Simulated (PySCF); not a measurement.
## Structure from NMR data

Molecular formula: C6H4. Simulated spectra:

¹H NMR (300 MHz, computed): δ 5.91 (m, 2H), 3.72 (m, 2H).

¹³C{¹H} NMR (computed): δ 129.8 (CH), 99.1 (CH), 83.0 (C).

Computed data (PySCF 2.14.0 with density-fitted response routines): J couplings at B3LYP/pcJ-1 (without the spin–dipole term), coordinates at the PBE0-D3(BJ)/def2-SVP level, shielding tensors at PBE0/pcSseg-1 (GIAO). Fast rotation and ring inversion assumed for equivalent nuclei, in vacuum, single conformer, non-relativistic.

δ = σ(ref) − σ, references computed at the same level: TMS for ¹H and ¹³C.

What is the structure?

## Answers


The formula gives 5 degrees of unsaturation (no ring in the answer). 3 carbon signals for 6 carbons: some carbons are equivalent by symmetry or fast rotation. Carbon types of the structure: 2 × C, 4 × CH, which accounts for all hydrogens. δC 129.8: alkene CH; the olefinic region. δC 99.1: terminal alkyne carbon; sp carbons lie upfield of alkene carbons because the cylindrical π system leaves one tensor component strongly shielded. δC 83.0: alkyne carbon; the triple bond shields along its axis, which puts it between sp3 and sp2 carbons. δH 5.91: hydrogen on an alkene CH; olefinic region. δH 3.72: hydrogen on a terminal alkyne carbon.

Structure: SMILES C#C/C=C\C#C.

The shifts were computed for this structure.

Multiplet labels drop couplings under 1 Hz and merge nearly equal ones. Couplings among chemically equivalent protons are left out too, so labels in AA′BB′ or AA′XX′ sets are apparent multiplicities. Shifts are as computed. Against solution values, carbons near 30 ppm lie about +2 ppm off and those near 130 ppm about +5 ppm. Of 1211 compounds with measured shifts, 218 miss one by over three times the rms of a fit or turn the order of signals round; such compounds aren't used in these exercises.
